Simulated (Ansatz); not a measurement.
hcp Zr

These are LDA (Ansatz, a quantum-chemistry and plane-wave program, plane waves, PAW) values and carry that method's errors.

Run with plane-wave cutoff 520 eV, 18×18×12 k mesh (along the axes of the cell as run), Fermi–Dirac smearing 0.05 eV, scalar-relativistic PAW data made under PBE.

Cell (relaxed at this level):

```cif
data_Zr2
_chemical_formula_sum 'Zr2'
_space_group_name_H-M_alt 'P 1'
_space_group_IT_number 1
_cell_length_a 3.14624
_cell_length_b 3.14624
_cell_length_c 5.08252
_cell_angle_alpha 90.000
_cell_angle_beta 90.000
_cell_angle_gamma 120.000
loop_
_space_group_symop_operation_xyz
  'x, y, z'
loop_
_atom_site_label
_atom_site_type_symbol
_atom_site_fract_x
_atom_site_fract_y
_atom_site_fract_z
_atom_site_occupancy
Zr1 Zr 0.33333 0.66667 0.25000 1
Zr2 Zr 0.66667 0.33333 0.75000 1
```

```yaml
bulk_modulus: 102 GPa
band_gap: zero (no gap)
pressure derivative B′ of the bulk modulus: 2.9
```

Measured, for comparison: bulk modulus 95.9 GPa (zero-point energy and finite temperature contributions removed, our sources range from 84.3 to 95.9; as tabulated in doi:10.1021/acs.jctc.3c00612). Computed (rounded) less measured: bulk modulus not scored (sources differ).

Note: the bulk modulus comes from volumes at which shape and atoms were relaxed.

Spin–orbit coupling is not included.

Computed values are for the static lattice.
